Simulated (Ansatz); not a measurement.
System: hcp Tm. Method: PBEsol (Ansatz, an electronic-structure program, PAW).

Settings: plane-wave cutoff 500 eV, 24×24×14 k mesh (along the axes of the cell as run), Fermi–Dirac smearing 0.1 eV, spin-polarised with parallel moments, scalar-relativistic PAW data made under PBE.

Computed at the level's own relaxed cell.

### Question
Predict the volume per atom, lattice constant a, lattice parameter c and magnetic moment per atom (the cell's total over its atoms).

### Answer

volume per atom: 31.80 Å³/atom
lattice constant a: 3.552 Å
lattice parameter c: 5.820 Å
magnetic moment per atom (the cell's total over its atoms): 1.13 μB

Measured, for comparison: equilibrium volume per atom 30.1 Å³/atom (room temperature, not corrected to a static lattice; as tabulated in Söderlind et al. (2014), doi:10.1088/0953-8984/26/41/416001); lattice constant a 3.538 Å, lattice parameter c 5.554 Å (293 K, not corrected to a static lattice; as tabulated in Wikipedia's data pages). Computed (rounded) less measured: equilibrium volume per atom +5.6 %, lattice constant a +0.4 %, lattice parameter c +4.8 %.

Note: the 4f shell is treated without U or exact exchange, so its levels and filling can be wrong; the collinear magnetic order is the start's and need not be the measured one.

Moments are spin moments.

Spin–orbit coupling is not included.

Computed values are for the static lattice.
